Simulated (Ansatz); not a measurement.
**Worked example: correlation energy of CH$_{2}$O, singlet**

Geometry: MP2(full)/6-31G*, from the G2/97 set.

```xyz
4

O     0.0000    0.0000    0.6094
C     0.0000    0.0000   -0.6107
H     0.0000    0.9344   -1.1982
H     0.0000   -0.9344   -1.1982
```

Basis cc-pVDZ; Ansatz 0.2.0. Only valence electrons are correlated (noble-gas cores frozen), which leaves 12 electrons in 36 orbitals. R marks a restricted (for open shells ROHF) determinant.

Full CI isn't at hand for all of this; RCCSDTQ serves as the reference, and is uncertain by about the last step of the cluster series.

Runs differ by some tens of microhartree through their thresholds, so steps under 0.03 kcal/mol mean nothing.

| level | total energy (hartree) |
| --- | --- |
| RHF | -113.874623 |
| RMP2 | -114.193029 |
| RCCSD | -114.208570 |
| RCCSD(T) | -114.218721 |
| RCCSDT | -114.219194 |
| RCCSDT(Q) | -114.220276 |
| RCCSDTQ | -114.220134 |

Question: What is the correlation energy at RCCSDTQ, and what share of it do RMP2 and RCCSDT recover?

Answer: E(corr) = -114.220134 − (-113.874623) = -0.345511 hartree = -9.402 eV. RMP2: -0.318406 / -0.345511 = 92.16 %. RCCSDT: -0.344571 / -0.345511 = 99.73 %.

Question: By how many kcal/mol does RCCSD(T) miss RCCSDTQ (1 hartree = 627.509 kcal/mol), and which steps make up the rest?

Answer: -114.218721 − (-114.220134) = 0.001413 hartree = 0.89 kcal/mol. Steps: RCCSDT − RCCSD(T) = -0.30, RCCSDT(Q) − RCCSDT = -0.68, RCCSDTQ − RCCSDT(Q) = 0.09 kcal/mol. Differences between like states or geometries often cancel part of this.
